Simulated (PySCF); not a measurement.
Match the calculated data to a structure.

All candidates are C3H5Cl.

| technique | computed result |
| --- | --- |
| Dipole | 2.01 D [CAM-B3LYP/aug-cc-pVTZ] |
| UV, strongest line | among the 10 lowest singlet transitions: S2 at 6.58 eV (188 nm, f = 0.304) [TDDFT CAM-B3LYP/aug-cc-pVTZ] |
| Polarisability | 54.1 au [CAM-B3LYP/aug-cc-pVTZ] |
| 1H NMR | chemical shifts (computed TMS as zero) by class: 6.24 (1 H), 6.22 (1 H), 1.79 (3 H) ppm [GIAO PBE0/pcSseg-2] |
| 13C NMR | chemical shifts (computed TMS as zero) by class: 141.2 (1 C), 133.9 (1 C), 19.5 (1 C) ppm [GIAO PBE0/pcSseg-2] |
| NMR, other nuclei | isotropic shieldings of nuclei other than C and H, by class: 740 (1 Cl) ppm [GIAO PBE0/pcSseg-2] |
| Rotational structure | rotational constants A, B, C: 42.131, 2.467, 2.365 GHz [PBE0-D3(BJ)/def2-TZVP] |
| UV, first state | lowest singlet excitation: 6.23 eV (199 nm, f = 0.000) [TDDFT CAM-B3LYP/aug-cc-pVTZ] |

Gas-phase values; electronic properties from PySCF, density fitting. Levels stand in brackets. Isolated species at its PBE0-D3(BJ)/def2-TZVP geometry, gas phase. NMR classes are plain means over equivalent atoms (diastereotopic ones count apart unless rotation or inversion swaps them), as if these changed places fast.

Task: Which candidate is it?
A. `C=CCCl`
B. `C/C=C/Cl`
C. `C=C(C)Cl`

Result: B. It is `C/C=C/Cl`. Numbering: `[CH3:1]/[CH:2]=[CH:3]/[Cl:4]`. Its formula, C3H5Cl, gives 1 degree of unsaturation: 0 rings and 1 π bond in the structure found. 3 carbons fall into 3 classes; from least to most shielded: alkene CH carbon [C2] (141.2 ppm), vinylic C–Cl carbon [C3] (133.9 ppm), allylic carbon [C1] (19.5 ppm). Hydrogen classes from least to most shielded: 1 H on a vinylic C–Cl carbon, C3 (6.24 ppm), 1 H on an alkene CH carbon, C2 (6.22 ppm), 3 H on an allylic carbon, C1 (1.79 ppm). The other shieldings belong to: 740 ppm, vinyl chlorine [Cl4]. The optimised geometry has point group Cs and is an asymmetric top.

The others, at the same levels:
- `C=C(C)Cl` fails: its computed 13C shifts are 158.5 (1 C), 121.5 (1 C), 29.5 (1 C) ppm, 1H shifts are 5.35 (1 H), 5.34 (1 H), 2.11 (3 H) ppm and lowest singlet excitation is 6.41 eV (193 nm, f = 0.002) (against 6.23 eV).
- `C=CCCl` fails: its computed lowest singlet excitation is 6.78 eV (183 nm, f = 0.110) (against 6.23 eV), strongest line among the 10 lowest singlet transitions is S4 at 7.27 eV (170 nm, f = 0.354) (against S2 at 6.58 eV) and rotational constant A is 21.882 GHz (against 42.131 GHz).

Each candidate is one conformer, not necessarily the lowest. Dipoles, sizes and rotational constants follow the conformer. The torsions of the flexible species, by atom-mapped SMILES:
- `[CH2:1]=[CH:2][CH2:3][Cl:4]`: C1–C2–C3–Cl4 -120°
